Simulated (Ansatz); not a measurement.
Relaxation of AlFH4 (6 atoms, charge 0, multiplicity 1), to a largest force component of 0.03 eV/Å in at most 50 steps.

The calculation used RKS B3LYP/def2-TZVP (Ansatz).

```xyz
6
Properties=species:S:1:pos:R:3
Al 0.019 -0.478 -0.414
H 0.012 -0.039 2.310
H 1.403 0.168 -0.764
H -1.388 0.122 -0.757
F 0.047 -1.978 0.334
H 0.034 -0.694 2.033
```

Question: Where does it end, and by what steps?

Answer: It converged. After 9 steps the energy has fallen by 0.101 eV; F5 moved furthest, 0.41 Å.

| step | energy less start (eV) | largest force component (eV/Å) | accepted |
| --- | --- | --- | --- |
| 0 | 0.0000 | 1.431 | yes |
| 1 | -0.0621 | 0.714 | yes |
| 2 | -0.0716 | 0.649 | yes |
| 3 | -0.0819 | 0.661 | yes |
| 4 | -0.0851 | 0.648 | yes |
| 5 | -0.0678 | 0.961 | no |
| 6 | -0.0976 | 0.428 | yes |
| 7 | -0.1010 | 0.042 | yes |
| 8 | -0.1011 | 0.033 | yes |
| 9 | -0.1013 | 0.005 | yes |

```xyz
6
Properties=species:S:1:pos:R:3
Al 0.021 -0.554 -0.343
H 0.011 0.155 2.065
H 1.404 0.159 -0.553
H -1.387 0.112 -0.546
F 0.049 -2.181 -0.018
H 0.030 -0.589 2.137
```

The run took 11 s on 2 threads of Arm Neoverse V1, with other jobs on the host, peak memory 0.13 GiB.
